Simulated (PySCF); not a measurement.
# BH3O2 (Boronic Acid): the cost of one run

Computed with PySCF 2.14.0, with density-fitted response routines of our own, on a single molecule, in the gas phase or a continuum. Atoms are numbered from 0 throughout.

## 1. The molecule as given

6 atoms, charge 0, multiplicity 1; geometry from: GFN2-xTB. The atoms were then displaced at random by about 0.01 Å, so the start is not that level's minimum.

Bonds of the start (Å): O0–B1 1.33, B1–O2 1.33, O0–H3 0.94, B1–H4 1.16, O2–H5 0.95.

## 2. Relaxing the molecule at PBE0-D3(BJ)/def2-TZVP

What the job is given:

```
{"job": {"xc": "PBE0", "basis": "def2-TZVP", "d3": "d3bj", "grid": 2, "shake": 0.01, "kind": "geom"}, "charge": 0, "multiplicity": 1}
O     -1.157290    -0.050380    -0.214100
B     -0.033710     0.435920     0.304870
O      1.166950    -0.110750     0.108370
H     -1.089390    -0.805550    -0.773080
H     -0.091740     1.385820     0.968800
H      1.229340    -0.885080    -0.439530
```

The run is started by

```console
$ OMP_NUM_THREADS=1 python probes_run.py task.json out
```

One launch serves the whole session: the jobs run in the order shown.

**Question.** How long does this first job take on 1 thread of AMD EPYC 9R14, shared host, and how much memory does it need?

About 9.2 s, with a peak of 0.45 GiB.
